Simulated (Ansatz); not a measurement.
Geometry optimisation, Ansatz, RHF/def2-SVP.

The input (input.yaml):

```yaml
crystal:
  periodic: [false, false, false]
  atoms:
    - { symbol: "N", position_ang: [-0.16204, 1.56155, -0.2248] }
    - { symbol: C, position_ang: [0.34979, 0.2401, -0.26296] }
    - { symbol: O, position_ang: [1.40595, 0.15725, -1.23398] }
    - { symbol: S, position_ang: [2.02398, -1.33596, -1.55979] }
    - { symbol: H, position_ang: [-1.15194, 1.5732, -0.44332] }
    - { symbol: H, position_ang: [-0.03287, 1.97367, 0.69219] }
    - { symbol: H, position_ang: [-0.44951, -0.46126, -0.53077] }
    - { symbol: H, position_ang: [0.7491, -0.02875, 0.72473] }
    - { symbol: H, position_ang: [2.95331, -1.37883, -0.58046] }
basis:
  gaussian: { orbitals: def2-SVP }
hamiltonian:
  xc: hf
relax:
  f_tol: 0.015
  max_steps: 40
```

Launched with:

```bash
$ ansatz run input.yaml --threads 1 --pin off --max-ram 2048MiB --backend cpu --events-out ev --progress --plain --runs-dir out
```

Task: Where does it end, and by what steps?

Result: The forces met the threshold. The force dipped under the threshold on the way, but the program's further checks kept it going. After 20 steps the energy has fallen by 0.081 eV; H5 moved furthest, 0.57 Å.

```csv
step,energy less start (eV),largest force component (eV/Å),accepted
0,0.0000,0.696,yes
1,-0.0534,0.348,yes
2,-0.0623,0.236,yes
3,-0.0670,0.106,yes
4,-0.0684,0.057,yes
5,-0.0686,0.018,yes
6,-0.0687,0.014,yes
7,-0.0689,0.034,yes
8,-0.0689,0.129,no
9,-0.0692,0.016,yes
10,-0.0690,0.315,no
11,-0.0696,0.042,yes
12,-0.0703,0.086,yes
13,-0.0703,0.291,yes
14,-0.0745,0.064,yes
15,-0.0794,0.111,yes
16,-0.0803,0.071,yes
17,-0.0812,0.050,yes
18,-0.0813,0.050,yes
19,-0.0813,0.031,yes
20,-0.0814,0.002,yes
```

```xyz
9
Properties=species:S:1:pos:R:3
N -0.099 1.569 -0.116
C 0.402 0.238 -0.157
O 1.296 0.154 -1.237
S 1.891 -1.334 -1.603
H -0.773 1.745 -0.838
H -0.503 1.792 0.774
H -0.366 -0.535 -0.287
H 0.928 0.031 0.779
H 2.910 -1.359 -0.734
```

Whether the end is a true minimum wasn't checked by a vibrational analysis.

The run took 61 s on 1 thread of Arm Neoverse N1, with other jobs on the host, peak memory 0.15 GiB.
